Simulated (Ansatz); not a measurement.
Basis-set extrapolation for `FCC=C(F)F` (PBE0-D4/def2-TZVP geometry, frozen core, Ansatz 0.2.0). Multiplicity 1, RHF reference.

```json
{"": "HF", "def2-TZVPP": "-413.807365", "def2-QZVPP": "-413.825445"}
{"": "MP2 correlation", "def2-TZVPP": "-1.220193", "def2-QZVPP": "-1.324037"}
{"": "CCSD(T) correlation", "def2-TZVPP": "-1.284807", "def2-QZVPP": "not run"}
```

Energies in hartree. Use E(X) = E(∞) + A·exp(−7.88·√X) for Hartree–Fock and E(X) = E(∞) + B·X^(−2.97) for correlation, with X = 3 and 4, and add CCSD(T) minus MP2 of the smaller set to the MP2 limit.

Question: What is the CCSD(T) energy at the basis-set limit?

Answer: HF limit: -413.825445 + (-0.018080) × 0.13774 = -413.82794. MP2 limit: -1.324037 + (-0.103844) × 0.74074 = -1.40096. Higher-order term: -1.284807 − (-1.220193) = -0.06461. Total: -415.29351 hartree, 126.3 kcal/mol below CCSD(T)/def2-TZVPP.
